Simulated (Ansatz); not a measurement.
# MgClF (SMILES [F][Mg][Cl]): functionals against CCSD(T) at one geometry

How do the functionals fare away from a minimum? The structure is a structure displaced at random from a GFN2-xTB minimum.

Method: single points in def2-TZVPP; program: Ansatz 0.2.0, Gaussian basis.

Cores are frozen in the correlated methods. The outer core shell of Li, Na, Mg and K is correlated. B3LYP uses VWN-RPA correlation.

## (1) The starting structure

SMILES `[F][Mg][Cl]`, 3 atoms, charge 0, spin multiplicity 1.

Atoms are counted from 1 here; the program's logs count them from 0.

Bond lengths: F1–Mg2 1.950 Å, Mg2–Cl3 2.097 Å. Angles: F1–Mg2–Cl3 175.1°.

Coordinates:

```xyz
3
charge 0, multiplicity 1
F    -1.64750    0.75770   -0.69390
Mg    0.01050    0.00030   -0.00080
Cl    1.69360   -0.94730    0.81530
```

## (2) CCSD(T)/def2-TZVPP

Input file run/in.yaml:

```yaml
crystal:
  periodic: [false, false, false]
  atoms:
    - {symbol: F, position_ang: [-1.647500, 0.757700, -0.693900]}
    - {symbol: Mg, position_ang: [0.010500, 0.000300, -0.000800]}
    - {symbol: Cl, position_ang: [1.693600, -0.947300, 0.815300]}
basis:
  gaussian: {orbitals: def2-TZVPP}
correlation: {method: ccsd_t}
output: {forces: true}
```

No record of the launch command was kept for these runs.

## (3) PBE0-D4/def2-TZVPP

Edit run/in.yaml of step 2 so:

```diff
@@ -8,3 +8,3 @@
   gaussian: {orbitals: def2-TZVPP}
-correlation: {method: ccsd_t}
-output: {forces: true}
+hamiltonian: {xc: pbe0, dispersion: d4}
+output: {forces: true, orbitals: {seedname: orbitals}}
```

## (4) wB97M-V/def2-TZVPP

Edit run/in.yaml of step 3 so:

```diff
@@ -8,3 +8,3 @@
   gaussian: {orbitals: def2-TZVPP}
-hamiltonian: {xc: pbe0, dispersion: d4}
-output: {forces: true, orbitals: {seedname: orbitals}}
+hamiltonian: {xc: {name: wB97M-V}}
+output: {forces: true}
```

## (5) r2SCAN-D4/def2-TZVPP

Edit run/in.yaml of step 4 so:

```diff
@@ -8,3 +8,3 @@
   gaussian: {orbitals: def2-TZVPP}
-hamiltonian: {xc: {name: wB97M-V}}
+hamiltonian: {xc: r2scan, dispersion: d4}
 output: {forces: true}
```

## (6) PBE-D4/def2-TZVPP

Edit run/in.yaml of step 5 so:

```diff
@@ -8,3 +8,3 @@
   gaussian: {orbitals: def2-TZVPP}
-hamiltonian: {xc: r2scan, dispersion: d4}
+hamiltonian: {xc: pbe, dispersion: d4}
 output: {forces: true}
```

## (7) B3LYP-D4/def2-TZVPP

Edit run/in.yaml of step 6 so:

```diff
@@ -8,3 +8,3 @@
   gaussian: {orbitals: def2-TZVPP}
-hamiltonian: {xc: pbe, dispersion: d4}
+hamiltonian: {xc: {name: B3LYP}, dispersion: d4}
 output: {forces: true}
```

## (8) LC-wPBE/def2-TZVPP

Edit run/in.yaml of step 7 so:

```diff
@@ -8,3 +8,3 @@
   gaussian: {orbitals: def2-TZVPP}
-hamiltonian: {xc: {name: B3LYP}, dispersion: d4}
+hamiltonian: {xc: {name: LC-wPBE}}
 output: {forces: true}
```

(Steps that only read results are left out.)

What does the calculation give? Wanted: energy less free atoms, CCSD(T)/def2-TZVPP; RMS force component; RMS force error; HOMO and LUMO, PBE0-D4; T1 diagnostic.

As calculated:

```
                                  quantity                                                                                            value
energy less free atoms, CCSD(T)/def2-TZVPP                                                                                        -8.601 eV
                       RMS force component                                                             1.474 to 1.611 eV/Å over the methods
                           RMS force error  PBE0-D4 0.065, wB97M-V 0.055, r2SCAN-D4 0.051, PBE-D4 0.150, B3LYP-D4 0.054, LC-wPBE 0.119 eV/Å
                    HOMO and LUMO, PBE0-D4                                                                               -9.39 and -1.99 eV
                             T1 diagnostic                                                                                            0.011
```

**Reading.** Against CCSD(T) the functionals' energies less atoms differ by -0.557 to -0.149 eV, PBE-D4 by -0.500 eV. A larger basis would deepen the CCSD(T) value, while the functionals are nearly converged already, so the order here is not reliable. For forces r2SCAN-D4 does best and PBE-D4 worst. Frozen-core CCSD(T) forces in triple zeta carry basis errors of their own, and this is one geometry, so small gaps rank nothing.
